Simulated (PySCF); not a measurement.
**Functional benchmark on one molecule**

Molecule: `FC(F)Cl`, CHClF$_{2}$.

Atom-mapped SMILES (the numbers label the heavy atoms): `[F:1][CH:2]([F:3])[Cl:4]`. Hydrogens are named by the atom that carries them.

Geometry PBE0-D3(BJ)/def2-SVP throughout; GIAO in PySCF 2.14, gas phase, one conformer, non-relativistic; equivalent atoms averaged; basis pcSseg-2.

Reference values (measured; G. Saielli, R. Bini, A. Bagno, Computational 19F NMR. 2. Organic compounds, RSC Adv. 2014, ESI (exp. from Berger-Braun-Kalinowski 1994 and Everett 1995)): δ(F1/F3) = -71.8 ppm vs CFCl3. Computed shifts are taken against CFCl3, calculated as an isolated molecule at each level.

How do the functionals HF, LDA, PBE, BLYP, BP86, OPBE, KT2, KT3, B97-D, B3LYP, PBE0, mPW1PW91, WP04, B97-2, BHandHLYP, CAM-B3LYP, wB97X-D, LC-wPBE perform against the reference? Times are CPU seconds on shared hosts with different chips, so compare them loosely; the GGAs took longer than the global hybrids here, which isn't the general rule, and the cause wasn't traced.

## Answers


```tsv
functional	kind	F1/F3	abs. error F	core-s
HF	Hartree–Fock	-57.2	14.6	3.4
LDA	LDA	-92.0	20.2	7.8
PBE	GGA	-89.6	17.8	9.5
BLYP	GGA	-87.6	15.8	9.5
BP86	GGA	-90.5	18.7	9.1
OPBE	GGA	-87.7	15.9	9.2
KT2	GGA	-94.9	23.1	10
KT3	GGA	-89.7	17.9	9.6
B97-D	GGA	-87.2	15.4	9.6
B3LYP	global hybrid	-79.8	8.0	6.3
PBE0	global hybrid	-79.7	7.9	6.3
mPW1PW91	global hybrid	-79.4	7.6	6.2
WP04	global hybrid	-79.4	7.6	5.1
B97-2	global hybrid	-79.7	7.9	5
BHandHLYP	global hybrid	-69.9	1.9	5.1
CAM-B3LYP	range-separated hybrid	-71.9	0.1	6.9
wB97X-D	range-separated hybrid	-75.1	3.3	6.6
LC-wPBE	range-separated hybrid	-65.0	6.8	8.8
```

For ¹⁹F the closest is CAM-B3LYP (0.1 ppm) and the furthest KT2 (23.1 ppm). One molecule is a small sample, and vibrational and solvent effects are absent from the calculation.
